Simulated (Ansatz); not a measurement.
We consider graphite, described by PBE-D3(BJ) (PAW; Ansatz, an electronic-structure program).

Run with plane-wave cutoff 520 eV, 18×18×6 k mesh (along the axes of the cell as run), Fermi–Dirac smearing 0.1 eV, perturbation theory, scalar-relativistic PAW data made under PBE.

Computed at the level's own relaxed cell.

```yaml
crystal:
  lattice:
    - [2.46498, 0.00000, 0.00000]
    - [-1.23249, 2.13474, 0.00000]
    - [0.00000, 0.00000, 6.74084]
  atoms:
    - { symbol: C, position: [0.00000, 0.00000, 0.75000] }
    - { symbol: C, position: [0.00000, 0.00000, 0.25000] }
    - { symbol: C, position: [0.66667, 0.33333, 0.75000] }
    - { symbol: C, position: [0.33333, 0.66667, 0.25000] }
```

Harmonic phonon frequencies (cm⁻¹; i marks an imaginary mode):

| q point | frequencies |
|---|---|
| Γ | 0 0 0 38 38 121 866 871 1556 1556 1559 1559 |
| M | 474 483 623 623 629 633 1330 1331 1340 1343 1390 1391 |
| K | 535 536 536 539 993 993 1216 1216 1216 1216 1289 1289 |
| A | 27 27 27 27 86 86 869 869 1558 1558 1558 1558 |
| L | 479 479 623 623 631 631 1331 1331 1342 1342 1391 1391 |
| H | 537 537 537 537 993 993 1216 1216 1216 1216 1289 1289 |

No imaginary mode appears at these points.

Note: the dispersion coefficients are held fixed in the derivatives.
